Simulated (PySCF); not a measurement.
Point groups of optimised structures. Level of theory: PBE0-D3(BJ)/def2-SVP geometry optimisation, gas phase in PySCF 2.14.0. The symmetry is that of the one conformer found, every atom within 0.08 Å of its image; none is proved a minimum here.

Task: Point group, rotor type and polarity of `C=O`?

Result: C2v; near-prolate asymmetric top; symmetry number 2; 4 operations, which sort the 4 atoms into 3 sets; dipole 2.18 D, along a, the twofold axis; A, B, C = 281104, 39131, 34349 MHz.

Task: `[Se:1]=[CH:2][CH:3]1[CH2:4][CH2:5]1` with Se1–C2–C3–C4 147°: symmetry, top, dipole?

Result: Cs; near-prolate asymmetric top; symmetry number 1; 2 operations, which sort the 11 atoms into 8 sets; dipole 3.14 D, in the ac plane, which is the mirror; A, B, C = 15742, 1245, 1224 MHz.

Task: Point group, rotor type and polarity of `[CH3:1][C:2]([CH3:3])=[CH:4][C:5]#[N:6]` with H–C1–C2–C3 -58° (nearest H), H–C3–C2–C1 -58° (nearest H)?

Result: Cs; asymmetric top; symmetry number 1; 2 operations, which sort the 13 atoms into 11 sets; dipole 4.71 D, in the ab plane, which is the mirror; heavy atoms equivalent by symmetry: none.

Task: What symmetry has `[CH:1]#[C:2]/[CH:3]=[CH:4]/[CH2:5][NH2:6]` with C3–C4–C5–N6 117°, C4–C5–N6–H 62° and -54°?

Result: C1; near-prolate asymmetric top; symmetry number 1; this conformer is chiral (no improper operation); dipole 0.77 D; A, B, C = 17208, 1384, 1349 MHz.

Task: What symmetry has `[CH3:1][CH2:2][C:3](=[O:4])[C:5]([CH3:6])([CH3:7])[CH3:8]` with C1–C2–C3–O4 11°?

Result: C1; asymmetric top; symmetry number 1; this conformer is chiral (no improper operation); dipole 2.56 D; A, B, C = 3096, 1394, 1238 MHz.

Task: `[CH3:1][c:2]1[cH:3][cH:4][cH:5][nH:6]1` with H–C1–C2–C3 0° (nearest H): symmetry, top, dipole?

Result: Cs; asymmetric top; symmetry number 1; 2 operations, which sort the 13 atoms into 12 sets; dipole 2.13 D, in the ab plane, which is the mirror.

Task: Point group, rotor type and polarity of `[F:1][P:2]=[Si:3]([F:4])[F:5]`?

Result: Cs; asymmetric top; symmetry number 1; 2 operations, which sort the 5 atoms into 5 sets; dipole 1.13 D, in the ab plane, which is the mirror; heavy atoms equivalent by symmetry: none.

Task: `[CH2:1]=[N:2][C:3]1=[CH:4][CH2:5][CH2:6]1` with C1–N2–C3–C4 180°: symmetry, top, dipole?

Result: Cs; asymmetric top; symmetry number 1; 2 operations, which sort the 13 atoms into 11 sets; dipole 1.61 D, in the ab plane, which is the mirror; A, B, C = 10318, 2673, 2182 MHz.
